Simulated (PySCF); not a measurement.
**MgS⁻: frontier orbitals**

TPSSh at R = 2.251 Å; Mg def2-SVPD, S def2-SVPD; no relativity (PySCF 2.14). State: ²Σ⁺ (doublet), unpaired electrons σ ↑. Only the outer orbitals are listed, counted within each symmetry.

```tsv
spin	orbital	occ.	ε (eV)	on Mg (%)	main shells (%)
α	2π	1	-44.62	100	100 Mg p
α	2π	1	-44.62	100	100 Mg p
α	6σ	1	-44.57	100	100 Mg p
α	7σ	1	-10.69	5	94 S s
α	8σ	1	-2.00	37	60 S p, 35 Mg s
α	3π	1	-0.32	11	89 S p, 9 Mg p
α	3π	1	-0.32	11	89 S p, 9 Mg p
α	9σ	1	-0.20	72	39 Mg s, 33 Mg p, 26 S p
α	4π	0	2.74	106	102 Mg p
α	4π	0	2.74	106	102 Mg p
β	2π	1	-44.58	100	100 Mg p
β	2π	1	-44.58	100	100 Mg p
β	6σ	1	-44.47	100	100 Mg p
β	7σ	1	-10.45	6	93 S s
β	8σ	1	-1.44	31	66 S p, 30 Mg s
β	3π	1	-0.27	10	90 S p
β	3π	1	-0.27	10	90 S p
β	9σ	0	1.23	88	61 Mg s, 27 Mg p, 12 S p
β	4π	0	3.09	108	106 Mg p
β	4π	0	3.09	108	106 Mg p
```

Question: Which are the highest filled and the lowest empty level, where do they sit, and how wide is the gap?

Answer: Highest filled α 9σ at -0.20 eV (in %: 39 Mg s, 33 Mg p, 26 S p); lowest empty β 9σ at 1.23 eV (in %: 61 Mg s, 27 Mg p, 12 S p); the gap at TPSSh is 1.43 eV. An empty level above zero is unbound, and its energy depends on the basis.

| Item | Value |
| --- | --- |
| bond order (Mayer) | 1.53 |
| ⟨S²⟩ | 0.754 |
| charge on Mg (Mulliken, basis-dependent) | 0.07 |
| charge on Mg (Löwdin, basis-dependent) | -0.23 |
| dipole moment (positive dipole points towards S; it is taken about the centre of mass and depends on that origin) | -1.94 D |

Shares are Mulliken populations and can fall outside 0 to 100 %.

The state was picked by a PBE0 search and need not be the measured ground state.
